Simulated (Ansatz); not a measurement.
The parent structure is Au in the fcc (Cu type) structure (space group Fm-3m, No. 225; a = 4.0834 Å).

Calculations: Ansatz (a quantum-chemistry and plane-wave program), PBEsol, PAW, cutoff 420 eV, scalar-relativistic without spin-orbit coupling.

The change: every Au is replaced by Cu, then cell and atoms are relaxed.

Measured lattice parameter a: Au 4.062 Å (static lattice; corrected from measurement; as listed in Daniel Mejia-Rodriguez, S. B. Trickey, Phys. Rev. B (2018)); Cu 3.595 Å (static lattice; corrected from measurement; as listed in Gábor I. Csonka et al., Physical Review B (2009)).

Question: How well does PBEsol reproduce the measured shift?

Answer: With PBEsol the lattice parameter a moves by -0.520 Å (4.083 → 3.564) against -0.467 Å measured.

No phonon test of stability was made. The final runs are not spin-polarised.
